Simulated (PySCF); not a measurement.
Geometry:
```json
{"atom": "C1", "x (Å)": "-1.626", "y (Å)": "1.649", "z (Å)": "-0.016"}
{"atom": "P2", "x (Å)": "-0.978", "y (Å)": "0.058", "z (Å)": "0.510"}
{"atom": "C3", "x (Å)": "-2.190", "y (Å)": "-1.245", "z (Å)": "0.266"}
{"atom": "C4", "x (Å)": "0.566", "y (Å)": "-0.319", "z (Å)": "-0.284"}
{"atom": "C5", "x (Å)": "1.581", "y (Å)": "-1.189", "z (Å)": "0.422"}
{"atom": "C6", "x (Å)": "1.850", "y (Å)": "0.264", "z (Å)": "0.263"}
{"atom": "H7", "x (Å)": "-2.550", "y (Å)": "1.881", "z (Å)": "0.533"}
{"atom": "H8", "x (Å)": "-1.842", "y (Å)": "1.614", "z (Å)": "-1.095"}
{"atom": "H9", "x (Å)": "-0.877", "y (Å)": "2.431", "z (Å)": "0.178"}
{"atom": "H10", "x (Å)": "-0.707", "y (Å)": "0.141", "z (Å)": "1.893"}
{"atom": "H11", "x (Å)": "-3.104", "y (Å)": "-1.026", "z (Å)": "0.838"}
{"atom": "H12", "x (Å)": "-2.439", "y (Å)": "-1.314", "z (Å)": "-0.803"}
{"atom": "H13", "x (Å)": "-1.767", "y (Å)": "-2.203", "z (Å)": "0.601"}
{"atom": "H14", "x (Å)": "0.470", "y (Å)": "-0.420", "z (Å)": "-1.372"}
{"atom": "H15", "x (Å)": "1.347", "y (Å)": "-1.569", "z (Å)": "1.422"}
{"atom": "H16", "x (Å)": "2.123", "y (Å)": "-1.899", "z (Å)": "-0.206"}
{"atom": "H17", "x (Å)": "2.584", "y (Å)": "0.591", "z (Å)": "-0.477"}
{"atom": "H18", "x (Å)": "1.800", "y (Å)": "0.900", "z (Å)": "1.153"}
```

Total charge +1.

Geometry: PBE0-D3(BJ)/def2-SVP; GIAO shifts from PySCF 2.14, gas phase, non-relativistic, averaged over equivalent atoms.

At KT3/pcSseg-1 (169 basis functions, 26 s wall time on 1 thread of an Arm Neoverse V2, shared host):
```
               atoms  δ (ppm)
               C5/C6      9.4
               C1/C3      7.8
                  C4      3.8
                  P2      8.2
                 H10     4.78
H7/H8/H9/H11/H12/H13     2.02
             H16/H17     1.81
             H15/H18     1.08
                 H14     0.94
```

δ = σ(ref) − σ, references computed at the same level: 13C (σref 182.31) and 1H (σref 31.32) vs TMS; 31P (σref 332.35) against H3PO4.

Question: What do these become at PBE0/pcSseg-1?

Answer: 
```json
{"atoms": "C5/C6", "δ at PBE0/pcSseg-1": "8.6", "change": "-0.8"}
{"atoms": "C1/C3", "δ at PBE0/pcSseg-1": "7.1", "change": "-0.7"}
{"atoms": "C4", "δ at PBE0/pcSseg-1": "2.5", "change": "-1.3"}
{"atoms": "P2", "δ at PBE0/pcSseg-1": "1.0", "change": "-7.2"}
{"atoms": "H10", "δ at PBE0/pcSseg-1": "4.85", "change": "+0.07"}
{"atoms": "H7/H8/H9/H11/H12/H13", "δ at PBE0/pcSseg-1": "2.01", "change": "-0.01"}
{"atoms": "H16/H17", "δ at PBE0/pcSseg-1": "1.81", "change": "+0.00"}
{"atoms": "H15/H18", "δ at PBE0/pcSseg-1": "1.06", "change": "-0.02"}
{"atoms": "H14", "δ at PBE0/pcSseg-1": "0.88", "change": "-0.06"}
```

Shifts are taken against calculated references (same method and geometry level): 13C (σ = 184.41 ppm), 1H (σ = 31.27 ppm) against TMS; H3PO4 for 31P (σ = 310.13 ppm).

The largest change is at P2 (phosphorus bonded to 3 C, H). Cost: 169 basis functions, 27 s wall time on 1 thread of an Arm Neoverse V2, shared host. The order of the carbon signals is the same at both levels.

Experimental scales use liquid or dissolved standards, which lie at an offset from isolated H3PO4.
